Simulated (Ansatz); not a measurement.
## Worked example: correlation energy of Si–GeH$_{3}$, quartet

Geometry: that of the Si–GeH3, doublet, kept fixed. The doublet lies 1.0 eV lower here.

```xyz
5

Si    0.0063    0.0000    1.7815
Ge    0.0015    0.0000   -0.6387
H    -1.5105    0.0000   -0.9813
H     0.6125    1.2449   -1.3153
H     0.6125   -1.2449   -1.3153
```

Basis cc-pVTZ; Ansatz 0.2.0. Only valence electrons are correlated (noble-gas cores and the filled d shells of p-block atoms frozen), which leaves 11 electrons in 100 orbitals. Prefix R: restricted or restricted open-shell reference; prefix U: unrestricted. No spin–orbit coupling is included, and no scalar relativity.

Full CI isn't at hand for all of this; UCCSDT(Q) serves as the reference, and is uncertain by about the last step of the cluster series.

Runs differ by some tens of microhartree through their thresholds and, for an open shell, their frozen cores, so steps under 0.03 kcal/mol mean nothing.

```json
{"level": "UHF", "total energy (hartree)": "-2365.997164"}
{"level": "UMP2", "total energy (hartree)": "-2366.180181"}
{"level": "UCCSD", "total energy (hartree)": "-2366.218394"}
{"level": "UCCSD(T)", "total energy (hartree)": "-2366.226910"}
{"level": "UCCSDT", "total energy (hartree)": "-2366.228460"}
{"level": "UCCSDT(Q)", "total energy (hartree)": "-2366.228874"}
```

Question: What is the correlation energy at UCCSDT(Q), and what share of it do UMP2 and UCCSD recover?

Answer: E(corr) = -2366.228874 − (-2365.997164) = -0.231710 hartree = -6.305 eV. UMP2: -0.183017 / -0.231710 = 78.99 %. UCCSD: -0.221230 / -0.231710 = 95.48 %.

Question: By how many kcal/mol does UCCSD(T) miss UCCSDT(Q) (1 hartree = 627.509 kcal/mol), and which steps make up the rest?

Answer: -2366.226910 − (-2366.228874) = 0.001964 hartree = 1.23 kcal/mol. Steps: UCCSDT − UCCSD(T) = -0.97, UCCSDT(Q) − UCCSDT = -0.26 kcal/mol. Differences between like states or geometries often cancel part of this.
